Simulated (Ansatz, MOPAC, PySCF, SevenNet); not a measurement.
## How well does each level of theory give the equilibrium lattice constant a of zinc-blende BAs?

Reference value: 4.777 Å (measured, room temperature, not corrected to a static lattice; as tabulated in Lucero et al. (2012), arXiv:1111.4515).

```tsv
level (code)	value (Å)
AM1 semi-empirical Hartree-Fock (MOPAC)	4.158
SevenNet-0	4.816
LDA (Ansatz)	___
PBE (Ansatz)	4.809
rVV10 (Ansatz)	4.835
r²SCAN+rVV10 (Ansatz)	4.775
Hartree–Fock (Ansatz)	___
MP2 (PySCF)	4.742 ± 0.02
CCSD (PySCF)	___
```

Q: Fill in the missing entries.

A: 
- LDA (Ansatz, a program for electronic structure), value (Å): 4.732
- Hartree–Fock (Ansatz), value (Å): 4.827
- CCSD (PySCF), value (Å): 4.759 ± 0.02

Differences against the reference: AM1 semi-empirical Hartree-Fock (MOPAC) -13.0 %, SevenNet-0 +0.82 %, LDA -0.94 %, PBE +0.67 %, rVV10 +1.21 %, r²SCAN+rVV10 -0.04 %, Hartree–Fock +1.05 %, MP2 -0.73 %, CCSD -0.38 %.

The reference is not for a static lattice or low temperature, so close values are not ranked against it. Off by more than 2.50 %, or 3.50 % on the side where a correction would as a rule narrow the miss (bounds picked here): AM1 semi-empirical Hartree-Fock (MOPAC) (-13.0 %).

The reference isn't brought to a static lattice, while the calculations are for one, so the differences are not the levels' errors alone. A static lattice is as a rule a little smaller than the measured one.  A ± on a computed value is a rough bar: the spread of its extrapolation, a floor set from checks against published values, or a statistical error. AM1 semi-empirical Hartree-Fock (MOPAC): the cell moved over 20 % in volume from its start. AM1 semi-empirical Hartree-Fock (MOPAC): the method was fitted mainly to molecules. AM1 semi-empirical Hartree-Fock (MOPAC): the run uses a supercell at the zone centre in place of a k mesh. Cutoffs and k meshes differ between the levels. Ansatz's density-functional and Hartree–Fock values are scalar-relativistic unless marked +SOC, with PAW data made under PBE.

Machine-learned potentials (SevenNet-0) are trained on DFT data: a solid inside that data is no test of them.

Differences are worked out from the printed values.
